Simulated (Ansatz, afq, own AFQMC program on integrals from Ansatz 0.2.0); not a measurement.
**GeNH$_{4}$, doublet: AFQMC among the cluster methods**

```csv
atom,x (Å),y (Å),z (Å)
Ge,0.0000,0.0188,0.3715
N,0.0000,-0.1563,-1.9449
H,0.0000,1.4687,0.8969
H,1.2578,-0.7171,0.8589
H,-1.2578,-0.7171,0.8589
H,0.0000,0.7795,-2.3631
```

Connectivity, by distances: GeH3–NH.

Basis 6-31G. Only valence electrons are correlated. Ansatz 0.2.0 and our own AFQMC program on the same integrals; the CISD trial comes from CCSD amplitudes, and released means the phaseless constraint is let go. Free AFQMC starts from the CCSD state and is never constrained. Its projection time is finite, and what remains of the start isn't in its error. ± is one standard error of the sampling. No spin–orbit coupling.

Determinant: ROHF, the one that the program's search chose, which needn't be the lowest solution. The geometry is a point of a scan.

No full CI on the walks' own integrals is used here. The released AFQMC energy serves as the reference, which it does only where one determinant dominates, the energy is flat over the last release times and near the phaseless one (40 meV or 2 meV an electron, half that with transition metals). On small molecules, where full CI could be run and the noise was under 10 meV, such values lay within 10 meV of it in 19 cases of 20, a flattering rate, since the rule was set on those same cases; what remains of the bias isn't in the error bar.

Cautions: no relativity below Rb; no spin-orbit coupling; inner d shell frozen; higher spins were not checked; a spin-contaminated unrestricted determinant lies lower (UHF 218 meV lower, ⟨S²⟩ 1.01); the released value is read at 2.40 1/Eh with a noise of 11 meV, more than in the cases checked (meV from the phaseless value at times in 1/Eh: 5 ± 11 at 0.24, -2 ± 10 at 0.51, -14 ± 10 at 0.99, -11 ± 14 at 1.62, -21 ± 11 at 2.40).

```
T1 diagnostic                               : 0.0213
weight of the determinant in the CISD state : 0.880
size of the correlated space                : 13 electrons in 31 orbitals
```

Reference: AFQMC with the constraint released, correlation energy -5.171 ± 0.011 eV.

```
        level  E − E(reference) (kcal/mol)  share of correlation (%)
           HF                119.26 ± 0.25                      0.00
          MP2                 24.55 ± 0.25                     79.42
         CCSD                  3.38 ± 0.25                     97.17
      CCSD(T)                  0.92 ± 0.25                     99.23
  ph-AFQMC/HF                  1.39 ± 1.59                     98.84
ph-AFQMC/CISD                  0.50 ± 0.36                     99.58
   free AFQMC                  0.13 ± 0.35                     99.89
```

Free projections are given only where their last times agree within the noise and don't stop above the reference; a slow remainder of the start can still hide under it. A walk keeps the symmetry of its determinant, which the program's search chose and which needn't be the lowest solution, so a lower state of the same spin and another symmetry isn't excluded. Released energies are given only where the last usable release times agree within the noise; a slower fall can still hide under it.
